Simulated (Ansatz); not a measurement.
**BH2, doublet along the angle H2-B1-H3**

Starting geometry (PBE0/def2-TZVP stationary point for this spin, not checked as a minimum):

```xyz
3

B     0.0000   -0.0800    0.0000
H     0.0000    0.4291   -1.0770
H     0.0000    0.4291    1.0770
```

From there the angle named below is changed in its plane at fixed bond lengths, both arms turning rigidly about the middle atom; atoms are numbered as listed. Energies are in kcal/mol, counted from the starting geometry at the same level.

Basis aug-cc-pVDZ; Ansatz 0.2.0. Correlated methods freeze the noble-gas cores. R marks a restricted (for open shells ROHF) determinant, U an unrestricted one.

Full CI is exact within this basis and frozen core; it isn't the basis-set limit. The frozen core follows each run's orbitals, which can shift R against U totals by a few meV.

```
angle H2-B1-H3 (°)   UHF
              67.6  48.7
              86.0  21.6
             107.4   4.6
             122.5   0.3
             129.4   0.0
             142.0   1.7
             154.1   5.0
             180.0  10.3
```

Question: Estimate the full CI curve in aug-cc-pVDZ from this one, knowing how UHF errs.

Answer: The computed full CI values, in kcal/mol from the starting point, and the error of UHF against them:
```json
{"angle H2-B1-H3 (°)": "67.6", "full CI": "45.6", "UHF less full CI": "3.1"}
{"angle H2-B1-H3 (°)": "86.0", "full CI": "20.5", "UHF less full CI": "1.1"}
{"angle H2-B1-H3 (°)": "107.4", "full CI": "4.5", "UHF less full CI": "0.1"}
{"angle H2-B1-H3 (°)": "122.5", "full CI": "0.3", "UHF less full CI": "-0.1"}
{"angle H2-B1-H3 (°)": "129.4", "full CI": "0.0", "UHF less full CI": "0.0"}
{"angle H2-B1-H3 (°)": "142.0", "full CI": "1.3", "UHF less full CI": "0.4"}
{"angle H2-B1-H3 (°)": "154.1", "full CI": "4.1", "UHF less full CI": "0.9"}
{"angle H2-B1-H3 (°)": "180.0", "full CI": "8.6", "UHF less full CI": "1.7"}
```

The error spans 3.2 kcal/mol and is largest, 3.1 kcal/mol, at 67.6 °.
